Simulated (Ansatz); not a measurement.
The same path of CH5OSi (8 atoms, charge 1, multiplicity 1) was run twice with different band settings. Lost on the way: C2–H5. Made: O1–H5.

All numbers below come from RKS B3LYP/def2-SVPD (Ansatz 0.2.0).

Relaxed end points:

```xyz
8
Properties=species:S:1:pos:R:3
O -1.241 0.210 -1.320
C -0.206 0.575 -0.694
Si 0.616 -0.315 0.840
H -1.672 -0.610 -0.994
H 0.210 1.501 -1.127
H 0.571 0.745 1.876
H 1.975 -0.616 0.332
H -0.253 -1.489 1.086
```

```xyz
8
Properties=species:S:1:pos:R:3
O -0.825 0.487 -1.182
C 0.312 0.880 -0.493
Si 0.700 -0.354 0.950
H -1.390 -0.315 -0.990
H -1.123 1.041 -1.941
H 0.641 0.515 2.150
H 2.053 -0.850 0.603
H -0.367 -1.403 0.902
```

Common settings: movable images 5; climbing image yes; optimiser quadratic models (default); start path through a guess of the saddle point; force threshold 0.03 eV/Å; iteration limit 60; end points relaxed.

| run | spring |
| --- | --- |
| 1 | 5.0 eV/Å² |
| 2 | 0.1 eV/Å² |

Q: What does each run give, and how far can it be trusted?

A: Run 1: converged after 9 iterations, highest image 4.632 eV above the first end. Neighbouring images differ by up to 2.1 eV, so the band resolves the path poorly. A vibrational analysis at the climbing image gives one clearly imaginary mode, 1920i cm⁻¹: a first-order saddle point.
Run 2: converged after 9 iterations, highest image 4.632 eV above the first end. Neighbouring images differ by up to 2.1 eV, so the band resolves the path poorly. Another band between the same ends (5 images) ends at a top of the same energy, where a vibrational analysis finds 1 clearly imaginary mode.
The orbitals stay closed-shell, which can raise the energy where a bond breaks towards radicals; this wasn't checked here.
